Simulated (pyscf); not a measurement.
Elementary routes open to `[SiH3][AsH][SiH3]` + `[H]` [doublet] in the gas phase (doublet surface):
A. `[SiH2][AsH][SiH3]` [doublet] + `[H][H]` (H–Si broken; H–H formed)
B. `[SiH4]` + `[SiH3][AsH]` [doublet] (As–Si broken; H–Si formed)

Optimised with ωB97X-D3(BJ)/def2-SVP in PySCF.

Task: Rank the routes by free-energy barrier at 900 K, lowest first, for ωB97M-D3(BJ)/def2-TZVP energies (ideal gas, 1 atm, RRHO with modes under 100 cm⁻¹ raised to 100, one conformer, R ln 2 for chiral ones without a mode under 150 cm⁻¹).

Result: A (94.1 kJ/mol), B (101.6 kJ/mol)

Route A is the fastest of these, ahead of the next by 7.5 kJ/mol. The most stable products are those of B (ΔG = -132.3 kJ/mol), whose barrier is 7.5 kJ/mol higher: the kinetic and the thermodynamic product differ. At 298 K A is still the fastest. Only these routes are compared; each barrier is that of the saddle found, and lower ones may exist. Elements up to Kr have no core potential and no relativistic terms here.
